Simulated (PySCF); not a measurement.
## Working out the ionisation energy of S

S [Ne] 3s2 3p4 (3P) → S⁺ [Ne] 3s2 3p3 (4S). All numbers are calculated (PySCF 2.14, the non-relativistic Hamiltonian (point nucleus), in aug-cc-pV(Q+d)Z). Frozen: [Ne]. Energies in hartree (1 hartree = 27.21139 eV):

```csv
part,S (lower),S⁺ (upper)
UHF,-397.512745,-397.173215
MP2 opposite-spin,-0.100093,-0.071458
MP2 same-spin,-0.028474,-0.025407
```

Problem. What does Hartree-Fock give?

Solution. (-397.173215) − (-397.512745) = 0.339530 hartree = 9.239 eV.

Problem. What do MP2 and SCS-MP2 (6/5 opposite-spin, 1/3 same-spin) give?

Solution. The opposite-spin parts differ by 0.779 eV and the same-spin parts by 0.083 eV. MP2: 9.239 + (0.779) + (0.083) = 10.101 eV. SCS-MP2: 9.239 + 1.2 × (0.779) + (0.083)/3 = 10.201 eV.

Measured between the centres of the two terms (NIST): 10.336 eV, so MP2 (valence) is off by -0.235 eV.

What remains against the reference includes basis incompleteness, the frozen core and correlation beyond second order.
